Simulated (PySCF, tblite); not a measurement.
# CH₃S−: changes of charge, part 2 of 3

tblite 0.8.0 and PySCF 2.14.0. Atoms count from 0. The steps go on from the part before.

## 12. Single point (CH3S−): B3LYP-D3(BJ)/ma-def2-TZVP

Geometry: PBE0-D3(BJ)/ma-def2-SVP, that of another charge or spin state.

The job: settings as JSON, then the geometry in Å.

```
{"job": {"kind": "sp", "xc": "B3LYP", "basis": "ma-def2-TZVP", "d3": "d3bj", "grid": 2}, "charge": -1, "multiplicity": 1}
C     -0.122589     0.010983     0.008986
S      1.663683     0.084122    -0.033925
H     -0.431230    -0.639111    -0.829185
H     -0.496215    -0.444563     0.937529
H     -0.579836     0.998217    -0.151947
```

What it wrote:

```text
coarse grid: 4576 points
cycle   1  E = -438.0893397558  dE = -3.178e-02  |g| = 4.659e-01  |ddm| = 1.460e+00
cycle   2  E = -437.0905123266  dE =  9.988e-01  |g| = 1.289e+00  |ddm| = 8.824e+00
cycle   3  E = -438.1639912072  dE = -1.073e+00  |g| = 2.071e-01  |ddm| = 8.747e+00
cycle   4  E = -438.1757282116  dE = -1.174e-02  |g| = 1.099e-01  |ddm| = 2.714e-01
cycle   5  E = -438.1793919027  dE = -3.664e-03  |g| = 3.036e-02  |ddm| = 1.536e-01
cycle   6  E = -438.1796759922  dE = -2.841e-04  |g| = 5.983e-03  |ddm| = 5.698e-02
cycle   7  E = -438.1796859678  dE = -9.976e-06  |g| = 1.404e-03  |ddm| = 9.296e-03
final grid: 39072 points
cycle   8  E = -438.1762347665  dE = -1.313e-05  |g| = 2.864e-03  |ddm| = 1.928e-02
cycle   9  E = -438.1762345130  dE =  2.535e-07  |g| = 2.955e-03  |ddm| = 5.279e-03
cycle  10  E = -438.1762365217  dE = -2.009e-06  |g| = 6.119e-04  |ddm| = 2.386e-03
cycle  11  E = -438.1762366278  dE = -1.061e-07  |g| = 7.752e-05  |ddm| = 6.288e-04
cycle  12  E = -438.1762366292  dE = -1.437e-09  |g| = 1.897e-05  |ddm| = 1.024e-04
converged SCF energy = -438.1762366292
```

Run time: 0.88 s. Hardware: 1 thread of Arm Neoverse V1, shared host.

## 13. Single point (CH₃S radical, C[S]): B3LYP-D3(BJ)/ma-def2-TZVP

Geometry: PBE0-D3(BJ)/ma-def2-SVP.

The job: settings as JSON, then the geometry in Å.

```
{"job": {"kind": "sp", "xc": "B3LYP", "basis": "ma-def2-TZVP", "d3": "d3bj", "grid": 2}, "charge": 0, "multiplicity": 2}
C     -0.122589     0.010983     0.008986
S      1.663683     0.084122    -0.033925
H     -0.431230    -0.639111    -0.829185
H     -0.496215    -0.444563     0.937529
H     -0.579836     0.998217    -0.151947
```

What it wrote:

```text
final grid: 39072 points
cycle   1  E = -438.0701991505  dE = -1.385e-02  |g| = 2.761e-01  |ddm| = 7.045e-01
cycle   2  E = -438.0701133052  dE =  8.585e-05  |g| = 2.844e-01  |ddm| = 6.022e-01
cycle   3  E = -438.1109636137  dE = -4.085e-02  |g| = 2.158e-02  |ddm| = 3.127e-01
cycle   4  E = -438.1111105139  dE = -1.469e-04  |g| = 1.350e-02  |ddm| = 1.971e-02
cycle   5  E = -438.1112077265  dE = -9.721e-05  |g| = 1.291e-03  |ddm| = 9.932e-03
cycle   6  E = -438.1112091349  dE = -1.408e-06  |g| = 4.380e-04  |ddm| = 1.746e-03
cycle   7  E = -438.1112092729  dE = -1.380e-07  |g| = 1.208e-04  |ddm| = 5.306e-04
cycle   8  E = -438.1112092829  dE = -9.998e-09  |g| = 3.282e-05  |ddm| = 1.465e-04
converged SCF energy = -438.1112092829
```

It took 1.6 s on 1 thread of Arm Neoverse V1, shared host.

## 14. Changes of charge: B3LYP-D3(BJ)/ma-def2-TZVP

This step combines the energies above: geometries from PBE0-D3(BJ)/ma-def2-SVP, zero-point and thermal terms from PBE0-D3(BJ)/ma-def2-SVP.

The job: settings as JSON, then the geometry in Å.

```
{"job": {"kind": "rx", "dirs": [1], "geom": {"xc": "PBE0", "basis": "ma-def2-SVP", "d3": "d3bj", "grid": 1}, "hess": 1, "level": {"xc": "B3LYP", "basis": "ma-def2-TZVP", "d3": "d3bj"}}, "charge": -1, "multiplicity": 1}
C     -0.110494    -0.006245    -0.009692
S      1.712120     0.103338     0.031410
H     -0.472466    -0.651423    -0.833640
H     -0.525671    -0.426250     0.926994
H     -0.586084     0.983772    -0.150661
```

Output (the driver's rows laid out field by field):

```text
ionisation and electron attachment, B3LYP-D3(BJ)/ma-def2-TZVP // PBE0-D3(BJ)/ma-def2-SVP

row 1
  change                  oxidation
  charge                  0
  multiplicity            2
  vertical_ev             1.8676
  vertical_s2             0.754
  formula                 CH3S
  smiles                  C[S]
  kept                    yes
  pieces                  1
  point_group             Cs
  adiabatic_electronic_ev 1.8207
  adiabatic_ev            1.8085
  free_energy_ev          1.762
  s2                      0.754
  bonds_moved             0 1 1.826 1.788; 0 3 1.107 1.1; 0 4 1.107 1.1
  spin_on                 1 S 0.965
  charge_moved            1 S 0.836
  vertical_back_ev        1.7695
  relaxation_parent_ev    0.0512
  relaxation_ion_ev       0.0469
  reorganisation_ev       0.0981
```

Run time: 41 s. Hardware: 1 thread of Arm Neoverse V1, shared host.

Energy taken up on oxidation, or given off on reduction (eV; adiabatic with zero-point energy):

```tsv
change	product	vertical	adiabatic	free energy	reorganisation	⟨S²⟩
oxidation (multiplicity 2)	C[S]	1.87	1.81	1.76	0.10	0.75
```

On oxidation to multiplicity 2 charge changes most on S1 (+0.84 e); the spin sits on S1 (0.96); the bond C0–S1 goes from 1.826 to 1.788 Å.

## 15. Single point (CH3S−): wavefunction

Geometry: PBE0-D3(BJ)/ma-def2-SVP.

The job: settings as JSON, then the geometry in Å.

```
{"job": {"kind": "sp", "xc": "CCSD(T)", "basis": "ma-def2-TZVP", "grid": 2}, "charge": -1, "multiplicity": 1}
C     -0.110494    -0.006245    -0.009692
S      1.712120     0.103338     0.031410
H     -0.472466    -0.651423    -0.833640
H     -0.525671    -0.426250     0.926994
H     -0.586084     0.983772    -0.150661
```

Method: wavefunction single point, frozen core, gas phase.

What it wrote:

```text
final grid: 39072 points
cycle   1  E = -437.1028224754  dE = -1.117e-01  |g| = 3.965e-01  |ddm| = 1.412e+00
cycle   2  E = -437.1561136341  dE = -5.329e-02  |g| = 2.140e-01  |ddm| = 8.481e-01
cycle   3  E = -437.1674581404  dE = -1.134e-02  |g| = 3.168e-02  |ddm| = 2.250e-01
cycle   4  E = -437.1680436601  dE = -5.855e-04  |g| = 1.108e-02  |ddm| = 6.103e-02
cycle   5  E = -437.1681291009  dE = -8.544e-05  |g| = 4.174e-03  |ddm| = 2.520e-02
cycle   6  E = -437.1681406438  dE = -1.154e-05  |g| = 1.569e-03  |ddm| = 9.272e-03
cycle   7  E = -437.1681425937  dE = -1.950e-06  |g| = 2.853e-04  |ddm| = 5.070e-03
cycle   8  E = -437.1681426781  dE = -8.444e-08  |g| = 5.260e-05  |ddm| = 1.295e-03
cycle   9  E = -437.1681426809  dE = -2.719e-09  |g| = 1.384e-05  |ddm| = 1.576e-04
converged SCF energy = -437.1681426809
E(HF, exact integrals) = -437.1681708046
E(MP2) = -437.5254892699
E(CCSD) = -437.5557470591
E(CCSD(T)) = -437.5721855497
T1 diagnostic = 0.0095
```

Run time: 14 s. Hardware: 1 thread of Arm Neoverse V1, shared host; peak memory 0.61 GiB.

## 16. Single point (CH3S radical): wavefunction

Geometry: PBE0-D3(BJ)/ma-def2-SVP, that of another charge or spin state.

The job: settings as JSON, then the geometry in Å.

```
{"job": {"kind": "sp", "xc": "CCSD(T)", "basis": "ma-def2-TZVP", "grid": 2}, "charge": 0, "multiplicity": 2}
C     -0.110494    -0.006245    -0.009692
S      1.712120     0.103338     0.031410
H     -0.472466    -0.651423    -0.833640
H     -0.525671    -0.426250     0.926994
H     -0.586084     0.983772    -0.150661
```

With the program's defaults for keys left out, this is: wavefunction single point, frozen core, gas phase.

What it wrote:

```text
final grid: 39072 points
cycle   1  E = -437.1377428957  dE = -5.230e-02  |g| = 1.051e-01  |ddm| = 4.618e-01
cycle   2  E = -437.1430550475  dE = -5.312e-03  |g| = 3.660e-02  |ddm| = 1.541e-01
cycle   3  E = -437.1437345742  dE = -6.795e-04  |g| = 1.114e-02  |ddm| = 3.128e-02
cycle   4  E = -437.1439317889  dE = -1.972e-04  |g| = 2.802e-03  |ddm| = 2.361e-02
cycle   5  E = -437.1439452488  dE = -1.346e-05  |g| = 1.017e-03  |ddm| = 5.581e-03
cycle   6  E = -437.1439471932  dE = -1.944e-06  |g| = 3.692e-04  |ddm| = 2.508e-03
cycle   7  E = -437.1439474090  dE = -2.158e-07  |g| = 1.637e-04  |ddm| = 6.570e-04
cycle   8  E = -437.1439474595  dE = -5.051e-08  |g| = 5.103e-05  |ddm| = 4.059e-04
cycle   9  E = -437.1439474651  dE = -5.629e-09  |g| = 2.073e-05  |ddm| = 1.359e-04
converged SCF energy = -437.1439474651
E(HF, exact integrals) = -437.1439741470
E(MP2) = -437.4589476517
E(CCSD) = -437.4957667814
E(CCSD(T)) = -437.5095261326
T1 diagnostic = 0.0173
```

Run time: 67 s. Hardware: 1 thread of Arm Neoverse V1, shared host; peak memory 2.9 GiB.

## 17. Single point (CH₃S−): wavefunction

Geometry: PBE0-D3(BJ)/ma-def2-SVP, that of another charge or spin state.

The job: settings as JSON, then the geometry in Å.

```
{"job": {"kind": "sp", "xc": "CCSD(T)", "basis": "ma-def2-TZVP", "grid": 2}, "charge": -1, "multiplicity": 1}
C     -0.122589     0.010983     0.008986
S      1.663683     0.084122    -0.033925
H     -0.431230    -0.639111    -0.829185
H     -0.496215    -0.444563     0.937529
H     -0.579836     0.998217    -0.151947
```

Level: wavefunction single point, frozen core, gas phase.

What it wrote:

```text
final grid: 39072 points
cycle   1  E = -437.1012371649  dE = -4.207e-02  |g| = 3.978e-01  |ddm| = 1.426e+00
cycle   2  E = -437.1551374599  dE = -5.390e-02  |g| = 2.112e-01  |ddm| = 8.686e-01
cycle   3  E = -437.1660316564  dE = -1.089e-02  |g| = 3.133e-02  |ddm| = 2.234e-01
cycle   4  E = -437.1666082739  dE = -5.766e-04  |g| = 1.052e-02  |ddm| = 6.144e-02
cycle   5  E = -437.1666902239  dE = -8.195e-05  |g| = 3.814e-03  |ddm| = 2.548e-02
cycle   6  E = -437.1667000066  dE = -9.783e-06  |g| = 1.521e-03  |ddm| = 8.846e-03
cycle   7  E = -437.1667016799  dE = -1.673e-06  |g| = 2.660e-04  |ddm| = 4.669e-03
cycle   8  E = -437.1667017516  dE = -7.171e-08  |g| = 4.887e-05  |ddm| = 1.281e-03
cycle   9  E = -437.1667017538  dE = -2.205e-09  |g| = 1.367e-05  |ddm| = 1.584e-04
converged SCF energy = -437.1667017538
E(HF, exact integrals) = -437.1667322974
E(MP2) = -437.5238465717
E(CCSD) = -437.5538281590
E(CCSD(T)) = -437.5701062782
T1 diagnostic = 0.0094
```

Wall time 14 s (1 thread of Arm Neoverse V1, shared host); peak memory 0.68 GiB.

## 18. Single point (CH₃S radical, C[S]): wavefunction

Geometry: PBE0-D3(BJ)/ma-def2-SVP.

The job: settings as JSON, then the geometry in Å.

```
{"job": {"kind": "sp", "xc": "CCSD(T)", "basis": "ma-def2-TZVP", "grid": 2}, "charge": 0, "multiplicity": 2}
C     -0.122589     0.010983     0.008986
S      1.663683     0.084122    -0.033925
H     -0.431230    -0.639111    -0.829185
H     -0.496215    -0.444563     0.937529
H     -0.579836     0.998217    -0.151947
```

Method: wavefunction single point, frozen core, gas phase.

What it wrote:

```text
final grid: 39072 points
cycle   1  E = -437.1396606267  dE = -5.152e-02  |g| = 1.051e-01  |ddm| = 4.666e-01
cycle   2  E = -437.1450041254  dE = -5.343e-03  |g| = 3.687e-02  |ddm| = 1.526e-01
cycle   3  E = -437.1457018216  dE = -6.977e-04  |g| = 1.129e-02  |ddm| = 3.231e-02
cycle   4  E = -437.1459086063  dE = -2.068e-04  |g| = 2.818e-03  |ddm| = 2.457e-02
cycle   5  E = -437.1459225985  dE = -1.399e-05  |g| = 9.930e-04  |ddm| = 5.753e-03
cycle   6  E = -437.1459245629  dE = -1.964e-06  |g| = 3.021e-04  |ddm| = 2.674e-03
cycle   7  E = -437.1459247504  dE = -1.875e-07  |g| = 1.295e-04  |ddm| = 7.134e-04
cycle   8  E = -437.1459247771  dE = -2.668e-08  |g| = 4.976e-05  |ddm| = 2.626e-04
cycle   9  E = -437.1459247825  dE = -5.475e-09  |g| = 1.839e-05  |ddm| = 1.327e-04
converged SCF energy = -437.1459247825
E(HF, exact integrals) = -437.1459537650
E(MP2) = -437.4609066626
E(CCSD) = -437.4974065233
E(CCSD(T)) = -437.5110515065
T1 diagnostic = 0.0174
```

Wall time 66 s (1 thread of Arm Neoverse V1, shared host); peak memory 2.9 GiB.

## 19. Changes of charge: CCSD(T)/ma-def2-TZVP

This step combines the energies above: geometries from PBE0-D3(BJ)/ma-def2-SVP, zero-point and thermal terms from PBE0-D3(BJ)/ma-def2-SVP.

The job: settings as JSON, then the geometry in Å.

```
{"job": {"kind": "rx", "dirs": [1], "geom": {"xc": "PBE0", "basis": "ma-def2-SVP", "d3": "d3bj", "grid": 1}, "hess": 1, "level": {"xc": "CCSD(T)", "basis": "ma-def2-TZVP"}}, "charge": -1, "multiplicity": 1}
C     -0.110494    -0.006245    -0.009692
S      1.712120     0.103338     0.031410
H     -0.472466    -0.651423    -0.833640
H     -0.525671    -0.426250     0.926994
H     -0.586084     0.983772    -0.150661
```

Output (the driver's rows laid out field by field):

```text
ionisation and electron attachment, CCSD(T)/ma-def2-TZVP // PBE0-D3(BJ)/ma-def2-SVP

row 1
  change                  oxidation
  charge                  0
  multiplicity            2
  vertical_ev             1.705
  vertical_s2             0.765
  formula                 CH3S
  smiles                  C[S]
  kept                    yes
  pieces                  1
  point_group             Cs
  adiabatic_electronic_ev 1.6635
  adiabatic_ev            1.6513
  free_energy_ev          1.6049
  s2                      0.765
  bonds_moved             0 1 1.826 1.788; 0 3 1.107 1.1; 0 4 1.107 1.1
  spin_on                 1 S 1.001
  charge_moved            1 S 0.852
  vertical_back_ev        1.607
  relaxation_parent_ev    0.0566
  relaxation_ion_ev       0.0415
  reorganisation_ev       0.0981
```

It took 2.7 min on 1 thread of Arm Neoverse V1, shared host; peak memory 2.9 GiB.

Energy taken up on oxidation, or given off on reduction (eV; adiabatic with zero-point energy):

```tsv
change	product	vertical	adiabatic	free energy	reorganisation	⟨S²⟩
oxidation (multiplicity 2)	C[S]	1.71	1.65	1.60	0.10	0.77
```

On oxidation to multiplicity 2 charge changes most on S1 (+0.85 e); the spin sits on S1 (1.00); the bond C0–S1 goes from 1.826 to 1.788 Å.

## 20. Single point (CH₃S−): wavefunction

Geometry: PBE0-D3(BJ)/ma-def2-SVP.

The job: settings as JSON, then the geometry in Å.

```
{"job": {"kind": "sp", "xc": "MP2", "basis": "ma-def2-TZVP", "grid": 2}, "charge": -1, "multiplicity": 1}
C     -0.110494    -0.006245    -0.009692
S      1.712120     0.103338     0.031410
H     -0.472466    -0.651423    -0.833640
H     -0.525671    -0.426250     0.926994
H     -0.586084     0.983772    -0.150661
```

With the program's defaults for keys left out, this is: wavefunction single point, frozen core, gas phase.

What it wrote:

```text
final grid: 39072 points
cycle   1  E = -437.1028224754  dE = -1.117e-01  |g| = 3.965e-01  |ddm| = 1.412e+00
cycle   2  E = -437.1561136341  dE = -5.329e-02  |g| = 2.140e-01  |ddm| = 8.481e-01
cycle   3  E = -437.1674581404  dE = -1.134e-02  |g| = 3.168e-02  |ddm| = 2.250e-01
cycle   4  E = -437.1680436601  dE = -5.855e-04  |g| = 1.108e-02  |ddm| = 6.103e-02
cycle   5  E = -437.1681291009  dE = -8.544e-05  |g| = 4.174e-03  |ddm| = 2.520e-02
cycle   6  E = -437.1681406438  dE = -1.154e-05  |g| = 1.569e-03  |ddm| = 9.272e-03
cycle   7  E = -437.1681425937  dE = -1.950e-06  |g| = 2.853e-04  |ddm| = 5.070e-03
cycle   8  E = -437.1681426781  dE = -8.444e-08  |g| = 5.260e-05  |ddm| = 1.295e-03
cycle   9  E = -437.1681426809  dE = -2.719e-09  |g| = 1.384e-05  |ddm| = 1.576e-04
converged SCF energy = -437.1681426809
E(HF, exact integrals) = -437.1681708046
E(MP2) = -437.5254894189
```

It took 1.2 s on 1 thread of Arm Neoverse V1, shared host.

(Continued in part 3 of 3.)
